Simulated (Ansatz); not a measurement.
Task: vertical and adiabatic energies of changing the electron count of CClF, SMILES F[C]Cl, with the Python package of Ansatz (0.2.0). Give the script and its output. Settings (for the species named): r2SCAN, def2-SVP basis, multiplicity 3.

```json
{"atom": "F", "x (Å)": "-1.1986", "y (Å)": "-0.3562", "z (Å)": "0.0000"}
{"atom": "C", "x (Å)": "-0.1897", "y (Å)": "0.5877", "z (Å)": "0.0000"}
{"atom": "Cl", "x (Å)": "1.3883", "y (Å)": "-0.2315", "z (Å)": "0.0000"}
```

`cclf.py`
```python
"""How CClF relaxes after losing an electron."""

import itertools

import ansatz as az
from ase.data import atomic_numbers, covalent_radii
import numpy as np

BASIS = "def2-SVP"
FUNCTIONAL = "r2scan"
CHARGE = 1

geometry_ang = [
    ("F", (-1.1986, -0.3562, 0.0)),
    ("C", (-0.1897, 0.5877, 0.0)),
    ("Cl", (1.3883, -0.2315, 0.0)),
]
mol = az.Crystal.molecule()
for symbol, xyz in geometry_ang:
    mol = mol.atom(symbol, xyz)

model = (
    mol.calculation()
    .basis(gaussian=BASIS)
    .functional(FUNCTIONAL)
    .spin("collinear", total=2)
)
symbols = [site.symbol for site in mol.cartesian_sites]
start = np.array([site.position_ang for site in mol.cartesian_sites], dtype=float)
report = model.relax(force_tolerance=0.01, max_steps=100).run(threads=1, pin="off").report
end = np.array(report["positions_ang"])

minimum = az.Crystal.molecule()
for symbol, place in zip(symbols, end):
    minimum = minimum.atom(symbol, place.tolist())
ion = minimum.calculation()
ion = ion.basis(gaussian=BASIS).functional(FUNCTIONAL)
ion = ion.charge(CHARGE).spin("collinear", total=1)
vertical = ion.run(threads=1, pin="off").report
settled = ion.relax(force_tolerance=0.01, max_steps=80).run(threads=1, pin="off").report
print(f"vertical ionisation energy   {vertical['free_energy_ev'] - report['free_energy_ev']:.3f} eV")
print(f"adiabatic, no zero point     {settled['free_energy_ev'] - report['free_energy_ev']:.3f} eV")
print(f"relaxation energy of the ion {vertical['free_energy_ev'] - settled['free_energy_ev']:.3f} eV")
ionised = np.array(settled["positions_ang"])
# pairs closer than 1.2 times the sum of covalent radii, before or after
radius = [covalent_radii[atomic_numbers[s]] for s in symbols]
span = lambda where, i, j: np.linalg.norm(where[i] - where[j])
bonded = [(i, j) for i, j in itertools.combinations(range(len(symbols)), 2) if min(span(end, i, j), span(ionised, i, j)) < 1.2 * (radius[i] + radius[j])]
print("pair        before    after (A)")
for i, j in bonded:
    print(f"{symbols[i]}{i}-{symbols[j]}{j}".ljust(10), f"{span(end, i, j):8.4f} {span(ionised, i, j):8.4f}")
for first, second in list(itertools.combinations(bonded, 2)):
    shared = set(first) & set(second)
    if shared and symbols[(j := shared.pop())] != "H":
        i, k = sorted((set(first) | set(second)) - {j})
        u, v = ionised[i] - ionised[j], ionised[k] - ionised[j]
        angle = np.degrees(np.arccos(np.clip(u @ v / np.linalg.norm(u) / np.linalg.norm(v), -1, 1)))
        print(f"final angle {symbols[i]}{i}-{symbols[j]}{j}-{symbols[k]}{k}: {angle:.2f} deg")
```

```console
$ python cclf.py
vertical ionisation energy   9.090 eV
adiabatic, no zero point     8.721 eV
relaxation energy of the ion 0.370 eV
pair        before    after (A)
F0-C1        1.3131   1.2299
C1-Cl2       1.6947   1.5973
final angle F0-C1-Cl2: 128.71 deg
```

Reading the output:
- The energies are electronic: no zero-point or thermal terms, and the basis set is short of its limit. The product may relax into another structure. The relaxation finds the nearest minimum, so the adiabatic value is an upper bound.
- The species is open-shell (spin multiplicity 3).
- Only the spin states typed were run; another state of an ion can lie lower, by up to an eV or two.
- Run time: 17 s on 1 thread of Intel(R) Xeon(R) 6975P-C (Granite Rapids), on a shared host, peak memory 0.22 GiB.
